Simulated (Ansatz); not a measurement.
Geometry optimisation, UKS PBE-D4/6-31G in Ansatz 0.2.0.

input.yaml

```yaml
crystal:
  periodic: [false, false, false]
  atoms:
    - { symbol: "N", position_ang: [-0.6334, 0.568, -1.1402] }
    - { symbol: Si, position_ang: [0.5101, 0.1707, -0.0377] }
    - { symbol: S, position_ang: [-0.5314, -1.1022, 1.3131] }
    - { symbol: H, position_ang: [-0.9938, -0.2276, -1.5564] }
    - { symbol: H, position_ang: [-1.448, 1.0322, -0.6576] }
    - { symbol: H, position_ang: [0.9899, 1.402, 0.6547] }
    - { symbol: H, position_ang: [1.602, -0.568, -0.738] }
    - { symbol: H, position_ang: [0.5966, -1.3322, 2.1062] }
magnetization:
  spin_polarized: true
basis:
  gaussian: { orbitals: "6-31G" }
hamiltonian:
  xc: pbe
  dispersion: d4
relax:
  f_tol: 0.02
  max_steps: 40
```

Launched with:

```bash
$ ansatz run input.yaml --threads 1 --pin off --max-ram 2048MiB --backend cpu --events-out ev --progress --plain --runs-dir out
```

Task: Where does it end, and by what steps?

Result: The forces met the threshold. The force dipped under the threshold on the way, but the program's further checks kept it going. Limits of this set-up: no polarisation functions. After 19 steps the energy has fallen by 1.123 eV; S3 moved furthest, 1.09 Å.

| step | energy less start (eV) | largest force component (eV/Å) | accepted |
| --- | --- | --- | --- |
| 0 | 0.0000 | 4.345 | yes |
| 1 | -0.7751 | 2.192 | yes |
| 2 | -0.9715 | 1.004 | yes |
| 3 | -1.0025 | 0.755 | yes |
| 4 | -1.0392 | 0.200 | yes |
| 5 | -1.0513 | 0.187 | yes |
| 6 | -1.0500 | 0.205 | no |
| 7 | -1.0596 | 0.087 | yes |
| 8 | -1.0637 | 0.035 | yes |
| 9 | -1.0560 | 0.570 | no |
| 10 | -1.0668 | 0.065 | yes |
| 11 | -1.0694 | 0.208 | yes |
| 12 | -1.0712 | 0.404 | yes |
| 13 | -1.0854 | 0.441 | yes |
| 14 | -1.1101 | 0.103 | yes |
| 15 | -1.1178 | 0.127 | yes |
| 16 | -1.1155 | 0.151 | no |
| 17 | -1.1226 | 0.025 | yes |
| 18 | -1.1232 | 0.005 | yes |
| 19 | -1.1233 | 0.016 | yes |

```xyz
8
Properties=species:S:1:pos:R:3
N -0.801 0.538 -0.974
Si 0.637 0.019 -0.096
S 0.410 -1.629 1.455
H -1.233 -0.030 -1.698
H -1.361 1.331 -0.671
H 1.167 1.256 0.590
H 1.609 -0.626 -1.049
H -0.335 -0.916 2.388
```

Time of the run: 45 s on 1 thread of Arm Neoverse V2, on a shared host, peak memory 0.14 GiB.
